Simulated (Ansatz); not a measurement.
# ZrCu₅ (F-43m)

These are results of DFT r2SCAN, scalar-relativistic, plane waves, PAW in Ansatz, not measurements.

Settings: cutoff 500 eV, Γ-centred mesh 10×10×10 on the computed 6-atom cell, Gaussian smearing of 0.10 eV; no spin polarisation.

The structure is relaxed at this level of theory with its symmetry kept. Whether it is the stable form of this composition wasn't checked.

```
Zr Cu
1.0
     0.00000    3.41239    3.41239
     3.41239    0.00000    3.41239
     3.41239    3.41239    0.00000
Zr Cu
1 5
Direct
  0.00000 0.00000 0.00000
  0.75000 0.75000 0.75000
  0.37585 0.87245 0.37585
  0.37585 0.37585 0.87245
  0.37585 0.37585 0.37585
  0.87245 0.37585 0.37585
```

* Space group: F-43m (No. 216)
* Volume per atom: 13.25 Å³
* Formation energy from the elements' standard states (uncorrected): -0.138 eV/atom
* Generalised Kohn–Sham band gap: none (metal)
* Density of states at the Fermi level: 4.37 states/eV per cell
* Löwdin character within 0.5 eV of the Fermi level: Zr 4d 34 %, Cu 3d 21 %, Cu 4s 15 %, unprojected 22 %
* Bulk modulus: 155 GPa
* Its pressure derivative: 4.7
* Bader charges (e): Zr (1 in the cell) 1.66, Cu (1 in the cell) -0.22, Cu (4 in the cell) -0.36

Cost: 6 runs of about 15 core-minutes in all, on Intel Xeon Platinum 8259CL (Skylake/Cascade Lake) (shared hosts).